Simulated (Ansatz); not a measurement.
BN2⁺: single points at one geometry.

```yaml
crystal:
  periodic: [false, false, false]
  atoms:
    - {symbol: B, position_ang: [0.266442, -0.725913, 0.325483]}
    - {symbol: N, position_ang: [-0.745407, 0.146927, -0.143410]}
    - {symbol: N, position_ang: [0.478965, 0.578986, -0.182074]}
basis:
  gaussian: {orbitals: def2-TZVP, initial_orbitals: start.molden}
total_charge: 1
hamiltonian: {xc: pbe, dispersion: d4}
scf: {omitted_lower_state_checks: [starts]}
output: {orbitals: {seedname: orbitals}}
```

The file start.molden holds the orbitals of an earlier run on this structure, at another level or in another basis.

```sh
$ ansatz run in.yaml --threads 4 --pin off --events-out ev --progress --plain --max-ram 3916MiB
```

It prints (some lines left out):

```
Functional definition: PBE
479 factors; their error is unknown
mean field evaluation 1: about -3637.4340 eV, gradient 6.9e0 eV
mean field evaluation 2: about -3637.5021 eV, gradient 1.3e-1 eV
mean field evaluation 4: about -3637.4906 eV, gradient 6.4e-4 eV
mean field evaluation 8: about -3637.4392 eV, gradient 4.4e0 eV
mean field evaluation 16: about -3637.4964 eV, gradient 4.5e-1 eV
mean field evaluation 32: about -3637.4972 eV, gradient 5.5e-6 eV
mean field -3637.49718649 eV, -133.6755560195 hartree, gradient 5.5e-6 eV, S^2 0.000000; 1 other end points of the search recorded, 0 dependent functions left out
reference -3637.49721433 eV, -133.6755570424 hartree; 9, 9 occupied and 84, 84 virtual orbitals, 479 factors
Total energy: -3637.52625704 eV, -133.6766243425 hartree
Checks for a lower state left out: starts
```

Hardware: 4 threads of Arm Neoverse V2 on a shared host. Wall time 0.7 s.

First input, but with `hamiltonian: {xc: {name: LC-wPBE, parameters: {omega: 0.3/bohr}}}` (abridged; 0.75 s):

```
Functional definition: LC-wPBE
mean field evaluation 16: about -3638.5781 eV, gradient 2.0e-5 eV
mean field -3638.57811662 eV, -133.7152794689 hartree, gradient 5.2e-6 eV, S^2 0.000000
Total energy: -3638.57811663 eV, -133.7152794692 hartree
Checks for a lower state left out: starts
```

The first input with `hamiltonian: {xc: {name: LC-wPBE, parameters: {omega: 0.15/bohr}}}` (abridged; 1.6 s):

```
Functional definition: LC-wPBE
mean field evaluation 16: about -3638.2929 eV, gradient 1.8e-5 eV
mean field evaluation 32: about -3638.2934 eV, gradient 2.2e-4 eV
mean field -3638.29339050 eV, -133.7048159769 hartree, gradient 1.1e-6 eV, S^2 0.000000; 1 other end points of the search recorded, 0 dependent functions left out
Total energy: -3638.29339053 eV, -133.7048159782 hartree
Checks for a lower state left out: starts
```

The first input with `gaussian: {orbitals: def2-TZVP}`, `hamiltonian: {xc: pbe0, dispersion: d4}` and without the key `scf` (abridged; 0.55 s):

```
Functional definition: PBE0
mean field evaluation 16: about -3637.2352 eV, gradient 2.2e-5 eV
mean field -3637.23520309 eV, -133.6659283072 hartree, gradient 2.2e-5 eV, S^2 0.000000; 1 other end points of the search recorded, 0 dependent functions left out
Total energy: -3637.25882977 eV, -133.6667965716 hartree
```

As the first input, with `hamiltonian: {xc: {name: LC-wPBE, parameters: {omega: 0.1/bohr}}}` (abridged; 1.3 s):

```
Functional definition: LC-wPBE
mean field evaluation 16: about -3638.1571 eV, gradient 3.5e-1 eV
mean field -3638.15754871 eV, -133.6998238834 hartree, gradient 1.5e-6 eV, S^2 0.000000; 1 other end points of the search recorded, 0 dependent functions left out
Total energy: -3638.15754880 eV, -133.6998238865 hartree
Checks for a lower state left out: starts
```

The first input with `hamiltonian: {xc: {name: LC-wPBE, parameters: {omega: 0.2/bohr}}}` (abridged; 0.7 s):

```
Functional definition: LC-wPBE
mean field evaluation 16: about -3638.4254 eV, gradient 2.1e-5 eV
mean field -3638.42542537 eV, -133.7096681691 hartree, gradient 4.4e-6 eV, S^2 0.000000
Total energy: -3638.42542539 eV, -133.7096681697 hartree
Checks for a lower state left out: starts
```

First input, but with `gaussian: {orbitals: def2-TZVPP, initial_orbitals: start.molden}`, `correlation: {method: ccsd_t}` and without the key `hamiltonian` (abridged; 1.4 s):

```
Functional definition: HF
mean field evaluation 16: about -3616.6324 eV, gradient 2.3e-2 eV
mean field -3621.41360607 eV, -133.0844953409 hartree, gradient 2.1e-6 eV, S^2 0.000000; unrestricted orbitals would lower it
mean field evaluation 32: about -3622.6879 eV, gradient 3.7e-1 eV
mean field evaluation 64: about -3616.2750 eV, gradient 3.2e1 eV
mean field evaluation 96: about -3621.3206 eV, gradient 1.1e0 eV
unrestricted determinant -3622.69317033 eV, -133.1315184601 hartree, S^2 1.0982
3 core orbitals not correlated: weight in the atoms' cores, before any rotation towards them, 1.000 or more for the frozen orbitals, at most 0.000 for the correlated occupied ones
second order -11.98656982 eV of doubles, -0.00000000 eV of singles
cycle   1  -11.54577615 eV  change    4.4e-1 eV  update   1.1e-1
cycle   2  -11.98837330 eV  change   -4.4e-1 eV  update   3.9e-2
cycle   3  -12.11004222 eV  change   -1.2e-1 eV  update   2.4e-2
cycle   4  -12.10497711 eV  change    5.1e-3 eV  update   1.0e-2
cycle   5  -12.10513730 eV  change   -1.6e-4 eV  update   6.8e-3
cycle   6  -12.10716457 eV  change   -2.0e-3 eV  update   3.0e-3
cycle   7  -12.10573492 eV  change    1.4e-3 eV  update   1.6e-3
cycle   8  -12.10584012 eV  change   -1.1e-4 eV  update   8.2e-4
cycle   9  -12.10608055 eV  change   -2.4e-4 eV  update   3.0e-4
cycle  10  -12.10600830 eV  change    7.2e-5 eV  update   1.0e-4
cycle  11  -12.10607591 eV  change   -6.8e-5 eV  update   4.0e-5
cycle  12  -12.10608218 eV  change   -6.3e-6 eV  update   1.6e-5
cycle  13  -12.10608389 eV  change   -1.7e-6 eV  update   7.6e-6
perturbative correction -0.77126444 eV, -0.0283434455 hartree
Total energy: -3634.29095440 eV, -133.5577291635 hartree
Checks for a lower state left out: starts
```

Geometry: r2SCAN-D4/def2-TZVP, that of the neutral doublet.

Correlated methods freeze 3 core orbitals. The restricted singlet is unstable towards broken spin symmetry in Hartree–Fock (as tested in another run); at PBE-D4/def2-TZVP, LC-ωPBE (ω = 0.30 bohr⁻¹)/def2-TZVP, LC-ωPBE (ω = 0.15 bohr⁻¹)/def2-TZVP, PBE0-D4/def2-TZVP and others this wasn't settled. At PBE-D4/def2-TZVP an occupied level of the charge 1 singlet lies above an empty one (by up to 0.41 eV), so this SCF solution is probably not the lowest. At CCSD(T)/def2-TZVPP T1 of the charge 1 singlet is large (up to 0.027), so the single-reference result is doubtful. At CCSD(T)/def2-TZVPP the restricted singlet (for correlated methods, its reference) is unstable: a solution with broken spin symmetry lies lower. At PBE0-D4/def2-TZVP a triplet of charge 1 lies 0.94 eV below the restricted singlet at the same geometry. The structure comes from a short search, and lower isomers may exist.
